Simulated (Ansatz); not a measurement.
## Mean errors over 7 atomization energies

Ansatz 0.2.0, basis 6-31G; geometries are PBE0/def2-TZVP minima. Wave-function levels freeze the cores; HF, MP2 and coupled cluster are restricted for singlets and unrestricted otherwise, atoms included (their steps beyond CCSDT(Q) come from restricted open-shell runs). The reference is full CI, exact within the basis. An error is the level's value less the reference. None of these values is a measured one. Energies are electronic, without zero-point terms. The set is small: it underbinds, by tens of kJ/mol for each bond, so near ties and functionals' places can change in larger sets. No spin–orbit coupling and no scalar relativity. The species are chosen: bound, without strong static correlation by their natural occupations or amplitudes, in their lowest spin state as far as vertical gaps and like structures tell, and with a ladder that closes on the reference, so errors are smaller than for species at large; levels whose determinant breaks symmetry or spin markedly are left out.

```json
{"species": "Si–BH2, doublet (B–Si 1.925, B–H 1.203, angles at B 117/121°)", "quantity": "atomization", "reference": "full CI", "value (kcal/mol)": "213.4", "error HF": "-29.0", "error MP2": "-0.9", "error CCSD": "-1.7", "error CCSD(T)": "-0.4", "error CCSDT": "-0.1", "error CCSDT(Q)": "0.0"}
{"species": "HAlF, doublet (F–Al 1.656, Al–H 1.607, angle at Al 115°)", "quantity": "atomization", "reference": "full CI", "value (kcal/mol)": "151.4", "error HF": "-28.8", "error MP2": "5.6", "error CCSD": "-1.3", "error CCSD(T)": "-0.3", "error CCSDT": "-0.2", "error CCSDT(Q)": "0.0"}
{"species": "Al–NH2, singlet (N–Al 1.796, N–H 1.012, angles at N 109/126°)", "quantity": "atomization", "reference": "full CI", "value (kcal/mol)": "230.8", "error HF": "-63.3", "error MP2": "-1.9", "error CCSD": "-2.2", "error CCSD(T)": "-0.4", "error CCSDT": "-0.3", "error CCSDT(Q)": "0.0"}
{"species": "PH4, doublet (P–H 1.410/1.519, angles at P 93/100/171°)", "quantity": "atomization", "reference": "full CI", "value (kcal/mol)": "166.8", "error HF": "-49.4", "error MP2": "-13.9", "error CCSD": "-0.9", "error CCSD(T)": "-0.3", "error CCSDT": "-0.1", "error CCSDT(Q)": "0.0"}
{"species": "B2H, quartet Σ⁻ (B–B 1.520, B–H 1.178, angle at B 180°)", "quantity": "atomization", "reference": "full CI", "value (kcal/mol)": "152.9", "error HF": "-1.2", "error MP2": "10.0", "error CCSD": "-1.1", "error CCSD(T)": "-0.3", "error CCSDT": "-0.1", "error CCSDT(Q)": "0.0"}
{"species": "Si2H2 (H-bridged), singlet (Si–Si 2.101, Si–H 1.493/1.638/1.718, angles at Si 50°, angles at Si 53/108/161°, angles at H 77°)", "quantity": "atomization", "reference": "full CI", "value (kcal/mol)": "157.1", "error HF": "-60.5", "error MP2": "-7.8", "error CCSD": "-3.9", "error CCSD(T)": "-0.9", "error CCSDT": "-0.4", "error CCSDT(Q)": "-0.1"}
{"species": "H2Al–C, quartet (C–Al 1.925, Al–H 1.580, angles at Al 118/125°)", "quantity": "atomization", "reference": "full CI", "value (kcal/mol)": "158.9", "error HF": "-13.4", "error MP2": "0.9", "error CCSD": "-1.0", "error CCSD(T)": "-0.3", "error CCSDT": "0.0", "error CCSDT(Q)": "0.0"}
```

```
   level  mean absolute error (kcal/mol)  mean signed error             largest error
CCSDT(Q)                             0.0                0.0  -0.1 (Si2H2 (H-bridged))
   CCSDT                             0.2               -0.2  -0.4 (Si2H2 (H-bridged))
 CCSD(T)                             0.4               -0.4  -0.9 (Si2H2 (H-bridged))
    CCSD                             1.7               -1.7  -3.9 (Si2H2 (H-bridged))
     MP2                             5.9               -1.1               -13.9 (PH4)
      HF                            35.1              -35.1            -63.3 (Al–NH2)
```

Errors of one sign throughout: HF (too low), CCSD (too low), CCSD(T) (too low).
